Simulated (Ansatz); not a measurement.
`O=[C]O` radical: measurement beside calculation (Ansatz, PBE0-D4/def2-TZVP geometry).

Z-matrix (Å, degrees):
```
C
O 1 1.179
O 1 1.316 2 130.9
H 3 0.976 1 109.3 2 0.0
```

Measured: 106124 ± 5 MHz (A0, ground state, cis-DO13CO, fit to frequency comb infrared spectrum). Source: Spectral analyses of trans- and cis-DOCO transients via comb spectroscopy, 2018 (arxiv:1803.06954).

| constant | measured (MHz) | computed (MHz) | error (%) |
| --- | --- | --- | --- |
| A | 106124 | 144915 | 36.6 |

Computed constants are equilibrium values for the main isotopes; measured ground-state ones include zero-point motion, which usually lowers them by up to about 1 %. All levels miss by much here, so the measurement may belong to another conformer or state, or be off; this wasn't checked.

Measured: 2684.159 ± 0.002 cm⁻¹ (OD stretch v=1 band origin, trans-DO13CO, time-resolved direct frequency comb infrared spectroscopy); 2539.909 ± 0.003 cm⁻¹ (OD stretch v=1 band origin, cis-DO12CO, time-resolved direct frequency comb infrared spectroscopy); 2539.725 ± 0.004 cm⁻¹ (OD stretch v=1 band origin, cis-DO13CO, time-resolved direct frequency comb infrared spectroscopy); 2684.1 cm⁻¹ (OD stretch v=1 band origin, trans-DO12CO, infrared spectroscopy, earlier work). Source: Spectral analyses of trans- and cis-DOCO transients via comb spectroscopy, 2018 (arxiv:1803.06954).

Harmonic PBE0-D4 wavenumbers (cm⁻¹, unscaled): 606, 607, 1109, 1308, 1909, 3628. Fundamentals include anharmonicity and usually lie a few per cent under these; harmonic values from spectra compare directly.
